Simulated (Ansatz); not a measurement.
# LA phonon frequency at X of cubic BN at several levels of theory

No measured value is used here.

```csv
level (code),value (cm⁻¹),cell (Å³/atom)
LDA (Ansatz),1025,5.74
PBE (Ansatz),997,5.95
revPBE (Ansatz),988,6.03
PBE-D3(BJ) (Ansatz),(withheld),5.86
r²SCAN+rVV10 (Ansatz),1028,5.86
HSE06 (Ansatz),(withheld),5.81
```

Q: Some entries are withheld; supply them.

A: 
- PBE-D3(BJ) (Ansatz, a quantum-chemistry and plane-wave program), value (cm⁻¹): 1013
- HSE06 (Ansatz), value (cm⁻¹): 1042

PBE-D3(BJ): the dispersion coefficients are held fixed in the derivatives. Each level is taken at its own relaxed cell. Cutoffs and k meshes differ between the levels. Ansatz's density-functional and Hartree–Fock values are scalar-relativistic unless marked +SOC, with PAW data made under PBE.
